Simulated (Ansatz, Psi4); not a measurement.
Reaction (SMILES): [F][Al]([F])[F] → [F][Al]([F])[F] as doublet, charge -1 (an electron is taken up)

Quantity: adiabatic electron affinity (0 K, with zero-point energies), in eV. Positive where the reaction releases energy. Conventions: open shells spin-unrestricted; 6-311+G** with 5d, 6d on Na to Ar in Ansatz (a first-principles code); frozen cores in correlated levels; dispersion terms only where a functional's name holds one; LANL2DZ with its own core potentials from Na on; spin-orbit terms left out; 6-31G* and kin with 6d, 5d where marked; non-relativistic. First-principles rows: single points at B3LYP-D3(BJ) geometries (Ansatz), with unscaled harmonic terms from B3LYP/6-31G* (Ansatz) at its own minima. The spin state of an ion or metal species was assumed, not searched.

```tsv
level	program	adiabatic electron affinity (0 K, with zero-point energies) (eV)
HF/3-21G	Ansatz	0.09
HF/LANL2DZ	Ansatz	1.31
PBE/STO-3G	Ansatz	-6.61
PBE/6-311+G**	Ansatz	1.35
B3LYP/LANL2DZ	Ansatz	1.50
B3LYP/6-31G*	Ansatz	0.49
B3LYP/6-31+G*	Ansatz	1.23
B3LYP/def2-SVP	Ansatz	0.63
PBE0/6-31G*	Ansatz	0.51
PBE0/6-311+G**	Ansatz	1.31
wB97X-D/6-31G*	Psi4	0.36
MP2/3-21G	Ansatz	-0.14
MP2/6-31G*	Ansatz	0.16
wB97M-V/def2-TZVPD	Ansatz	0.81
```

No value to compare with is used here. The 13 habitual levels span -6.61 (PBE/STO-3G) to 1.50 eV (B3LYP/LANL2DZ); wB97M-V/def2-TZVPD gives 0.81.

The levels are drawn from those run, B3LYP/6-31G* more often than the rest, none by its result; left out are runs that failed, that the program found above a lower state of the same kind, or whose <S^2> lies over 0.5 above the pure value.
